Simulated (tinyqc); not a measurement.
Worked calculation: Pariser-Parr-Pople SCF with singles CI, for the molecule NC1=NC=C1 (SMILES; centres numbered as the heavy atoms are written). Computed by tinyqc, a small Python program that keeps every step. Settings: charge = 0, gamma = MN, start = huckel, damping = 0, iteration cap = 63, excitations kept = 6. Command: `OMP_NUM_THREADS=1 python tinyqc.py 29405 29406 out.jsonl` (the two numbers bound the seeds that draw the settings). One thread of a shared host (Intel(R) Xeon(R) Processor @ 2.60GHz), about 0.02 s of CPU time with the checks.

Centres (angstrom, eV; a flat drawing with bonds scaled to 1.40 angstrom):
```
centre          x          y  core charge z          W   gamma_rr
1N       1.912000   0.000000              2  27.110000  16.880000
2C       0.512000   0.000000              1  11.180000   9.610000
3N      -0.478000   0.990000              1  13.820000  12.750000
4C      -1.468000   0.000000              1  11.180000   9.610000
5C      -0.478000  -0.990000              1  11.180000   9.610000
```

Resonance integrals (eV):
```
i  j       beta
1  2  -2.350000
2  3  -2.370000
3  4  -2.370000
4  5  -2.390000
5  2  -2.390000
```

Stop when output and input P, before any damping, agree to 1e-7.

Course of the cycle:
```
iteration        E (eV)  largest |P(out) - P(in)|
1          -87.21238457                  7.03e-01
2          -90.46999595                  2.96e-02
3          -90.48234336                  5.59e-03
4          -90.48310453                  1.38e-03
5          -90.48316562                  6.06e-04
6          -90.48317259                  4.41e-04
7          -90.48317551                  4.36e-04
8          -90.48317893                  4.86e-04
9          -90.48318356                  5.69e-04
10         -90.48318992                  6.69e-04
11         -90.48319865                  7.84e-04
...                 ...                       ...
53         -90.63703802                  1.27e-03
54         -90.63707343                  9.74e-04
55         -90.63709422                  7.46e-04
56         -90.63710640                  5.71e-04
57         -90.63711351                  4.37e-04
58         -90.63711766                  3.34e-04
59         -90.63712008                  2.55e-04
60         -90.63712149                  1.94e-04
61         -90.63712231                  1.48e-04
62         -90.63712278                  1.13e-04
63         -90.63712306                  8.62e-05
```

Can the last value be used, and what does the course show?

Not by the stop rule, although the second column moves by less than 1e-06 over the last three steps. Not converged within 63 iterations: the residual falls steadily but slowly, by a factor of about 0.76 a step. Reruns (cap 100 unless said): damping 0.5: not converged; the original settings with a cap of 400: converged in 88 (E = -90.63712).
